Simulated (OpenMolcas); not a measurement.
BPH4 (SMILES BP): the vertical ionisation energy from total energies

BPH4 has 6 atoms, charge 0, and is taken as a singlet. As SMILES, `BP`. The coordinates come from a GFN2-xTB relaxation.

```xyz
6

B     0.0027   -0.8680    0.1189
P     0.3787    0.9288    0.2596
H    -0.7775   -1.3512    0.8429
H     0.6592   -1.5409   -0.5759
H     0.5991    1.3191   -1.0437
H    -0.8623    1.5122    0.3982
```

Both states at this one shape; open shells run unrestricted unless said. 1 Eh = 27.2114 eV.

| level | program | singlet BPH4 (Eh) | doublet [BPH4]+ (Eh) | HOMO of the first (eV) |
| --- | --- | --- | --- | --- |
| HF/STO-3G | OpenMolcas | -363.587314 | -363.345082 | -7.50 |
| HF/STO-3G, open shells restricted | OpenMolcas | -363.587314 | -363.343895 | -7.50 |
| M06-2X/STO-3G | OpenMolcas | -364.401819 | -364.109139 | -5.94 |

Work out the vertical ionisation energy at each level.


1. HF/STO-3G: -363.345082 − (-363.587314) = 0.242232 Eh = 6.59 eV; −ε(HOMO) = 7.50 eV.
2. HF/STO-3G, open shells restricted: -363.343895 − (-363.587314) = 0.243419 Eh = 6.62 eV; −ε(HOMO) = 7.50 eV.
3. M06-2X/STO-3G: -364.109139 − (-364.401819) = 0.292680 Eh = 7.96 eV; −ε(HOMO) = 5.94 eV.

No measured value is set beside it here; the levels span 6.59 to 7.96 eV. In Hartree–Fock, −ε(HOMO) (Koopmans) exceeds the difference of totals by the orbital relaxation of the ion. Hartree–Fock favours the state with fewer electron pairs, since it lacks pair correlation. Minimal sets are far from the basis-set limit.
